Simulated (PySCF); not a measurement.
**Aluminium: a sound run and one with changed settings**

Sound run: Al [Ne] 3s2 3p1, Al⁺ [Ne] 3s2. Calculation: PySCF 2.14, in cc-pVDZ-DK (4s3p1d, 18 functions); scalar relativity by spin-free X2C-1e. In the sound run the correlated levels freeze [Ne]. The sound run starts from symmetry-adapted Hartree-Fock orbitals and uses a fine grid where one is needed.

Changed run: no relativity, point nucleus. This setting is unsound on purpose.

```
species   method  sound run (hartree)  changed run (hartree)  converged
     Al      UHF           -242.30843             -241.79286        yes
     Al   M06-2X           -242.78292             -242.26745        yes
     Al    B3LYP           -242.82273             -242.30740        yes
     Al      MP2           -242.33898             -241.82340        yes
     Al  CCSD(T)           -242.35612             -241.84058        yes
    Al⁺      UHF           -242.10361             -241.58769        yes
    Al⁺   M06-2X           -242.57207             -242.05620        yes
    Al⁺    B3LYP           -242.60165             -242.08596        yes
    Al⁺      MP2           -242.12858             -241.61267        yes
    Al⁺  CCSD(T)           -242.14201             -241.62615        yes
```

Ionisation energy of Al:

```csv
method,sound run (eV),changed run (eV)
UHF,5.574,5.583
M06-2X,5.737,5.748
B3LYP,6.016,6.026
MP2,5.725,5.734
SCS-MP2,5.706,5.715
CCSD,5.808,5.816
CCSD(T),5.826,5.835
```

Most of the change in total energy is the relativistic energy itself. On top of that the contraction fixes the core shape for the Hamiltonian it was made with, so the changed run is not a good calculation with the other Hamiltonian either.

For comparison, NIST gives 5.986 eV between the lowest levels.
